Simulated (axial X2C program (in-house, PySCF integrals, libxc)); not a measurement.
# Nuclear properties of NAlN²⁺

Computed with an in-house all-electron X2C program for linear molecules (integrals from PySCF): two-component X2C with atomic mean-field Coulomb and Gaunt terms, Gaussian nuclei, basis N dyall-av3z, Al dyall-v3z with contracted cores.

N–Al–N held linear, with bonds 2.019 and 2.019 Å (near the PBE0 minimum at charge 2 of the determinant lowest at the starting distance; the state shown can have its own minimum elsewhere, held linear; other orders of the atoms were not compared).

Determinant lowest in the PBE0 search, Ω = 5/2 (⟨Sz⟩ = 2.50, ⟨Lz⟩ = 0.00 at PBE0), spin on the atoms N 1.29, Al -0.09, N 1.29:

```json
{"level": "PBE0", "A∥/gI N (MHz)": "-2.39", "qzz N (a.u.)": "0.38", "A∥/gI Al (MHz)": "-260", "qzz Al (a.u.)": "-0.76"}
{"level": "HF", "A∥/gI N (MHz)": "20.8", "qzz N (a.u.)": "0.40", "A∥/gI Al (MHz)": "-451", "qzz Al (a.u.)": "-0.67"}
{"level": "r2SCAN", "A∥/gI N (MHz)": "24.3", "qzz N (a.u.)": "0.34", "A∥/gI Al (MHz)": "-248", "qzz Al (a.u.)": "-0.78"}
```

A∥ (defined per Ω) follows by multiplying with gI = μI/(I μN); qzz is the electric field gradient, eQq0 = 234.96 MHz × Q/barn × qzz. The operators were transformed with the bare-nucleus X2C matrices; with these basis sets, hyperfine constants and field gradients can be off by tens of per cent, and where levels differ in sign neither size nor sign is settled.

Question: With Q(14N) = 0.02044 barn, gI(27Al) = 1.4566, Q(27Al) = 0.1466 barn (g factors from the IAEA table of nuclear moments by Stone; Q from Pyykkö, Mol. Phys. 2018), turn the PBE0 values of the first state into constants in MHz.

Answer: eQq0(14N) = 234.96 × (0.02044) × (0.38) = 1.82 MHz; A∥(27Al) = -260 × 1.4566 = -379 MHz; eQq0(27Al) = 234.96 × (0.1466) × (-0.76) = -26.2 MHz.

The molecule was held linear; bending was not examined, so a bent shape may lie lower.

Each state is one determinant with collinear spin, which with several unpaired electrons need not be a pure state. Unrestricted Hartree–Fock can overshoot spin polarisation at the nuclei. This is the top spin component of a Σ state; components of lower Ω are not single determinants and can lie lower. With several open shells hyperfine constants can be off by a factor of several. The search compared states at one distance, so a state with another bond length can lie lower. Further determinants of the search, some of them spin-mixed, are not shown. Where a field gradient or hyperfine factor spreads by more than a factor of two over the levels, a constant derived from it is not to be relied on.
